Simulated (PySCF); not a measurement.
H₂S, SMILES S. Atoms are numbered in the order given.

```xyz
3

S      0.0000     0.0000     0.1033
H      0.0000    -0.9673    -0.8265
H      0.0000     0.9673    -0.8265
```
Charge 0, spin multiplicity 1.

Geometry: PBE0-D3(BJ)/def2-TZVPD.

These are PBE/def2-TZVPD (PySCF) values and carry that method's errors.

Symmetry labels are those of the subgroup C2v that the program uses (full group C2v).

Computed valence orbital energies around the gap with their symmetry:
| orbital | symmetry | energy (eV) |
|---|---|---|
| HOMO−7 | A1 | -208.98 |
| HOMO−6 | B2 | -155.15 |
| HOMO−5 | A1 | -155.06 |
| HOMO−4 | B1 | -154.87 |
| HOMO−3 | A1 | -18.51 |
| HOMO−2 | B2 | -11.05 |
| HOMO−1 | A1 | -9.07 |
| HOMO | B1 | -6.30 |
| LUMO | A1 | -0.65 |
| LUMO+1 | B2 | -0.58 |
| LUMO+2 | B2 | 0.75 |
| LUMO+3 | A1 | 0.92 |
